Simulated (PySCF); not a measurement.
CH6Si

The system: CH6Si, a small molecule; neutral, singlet. The structure, one conformer, was relaxed in the gas phase by PBE0-D3(BJ)/def2-SVP. No frequency run checks that it is a minimum.

SMILES: C[SiH3]

```xyz
8

Si   -0.378    0.794   -0.050
C     0.433   -0.899    0.045
H     0.160    1.699    1.013
H    -1.858    0.684    0.136
H    -0.120    1.431   -1.379
H     0.238   -1.372    1.020
H     1.523   -0.819   -0.085
H     0.043   -1.565   -0.740
```
Atoms count from 1 in this order.

Shieldings: GIAO PBE0/pcSseg-2. Shifts are against computed references at the same level: C TMS (σ 184.1 ppm), H TMS (σ 31.24 ppm), Si TMS (σ 341.3 ppm). Core levels by delta-SCF with SCAN, pcX-2 on the ionised atom and pcseg-1 elsewhere, spin-free X2C (2p3/2 is the spin-free 2p value less a third of a first-order spin-orbit splitting); from the vacuum level, for chosen atoms.

(1) Give the NMR and core-level values of the distinct atoms.

(2) By CAM-B3LYP/def2-SVPD (TDDFT singlets, Tamm-Dancoff triplets, ionisation by delta-SCF), where does absorption start, and what does vertical ionisation take?

Results:

(1) 
```json
{"atoms": "Si1", "bonded to": "1 C + 3 H", "σ (ppm)": "411.6", "δ (ppm)": "-70.3", "core level (eV)": "2p3/2 106.71"}
{"atoms": "C2", "bonded to": "1 Si + 3 H", "σ (ppm)": "194.5", "δ (ppm)": "-10.3", "core level (eV)": "1s 290.43"}
{"atoms": "H3 H4 H5", "bonded to": "1 Si", "σ (ppm)": "27.32", "δ (ppm)": "3.92", "core level (eV)": "-"}
{"atoms": "H6 H7 H8", "bonded to": "1 C", "σ (ppm)": "31.06", "δ (ppm)": "0.18", "core level (eV)": "-"}
```

Values are those of this one static structure, with the three H of a rotating XH3 group averaged; atoms that internal rotation interchanges would show their mean in an NMR spectrum.

(2) The lowest singlet lies at 8.56 eV (f 0.079), the strongest of the first 6 at 9.21 eV (f 0.105), the lowest triplet at 8.06 eV; vertical ionisation takes 11.69 eV.
